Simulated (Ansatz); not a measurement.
Candidate structures of InP, relaxed level by level: InP (model structure, from the CdTe type, P6₄22, No. 181); InP (model structure, from the NiAs type, P6₃/mmc, No. 194); zinc-blende InP. Levels: PBE (plane waves, PAW; Ansatz, a program for electronic structure).

Problem. Rank the structures in energy at 0 K, level by level.

Solution. Lowest: PBE, zinc-blende InP. Energies above the lowest of these candidates, meV/atom:

| structure | PBE |
|---|---|
| zinc-blende InP | 0 |
| InP (model structure, from the CdTe type, P6₄22, No. 181) | 174 |
| InP (model structure, from the NiAs type, P6₃/mmc, No. 194) | 306 |

A measured cell is on file for: zinc-blende InP.

Static-lattice energies; unlike cells have unlike k meshes, which leaves some meV/atom of uncertainty, and other structures than these can lie lower.

A model structure was made by putting elements into a prototype or built by hand; it is no filed structure, need not be a known phase, and can be a saddle point held by its symmetry.
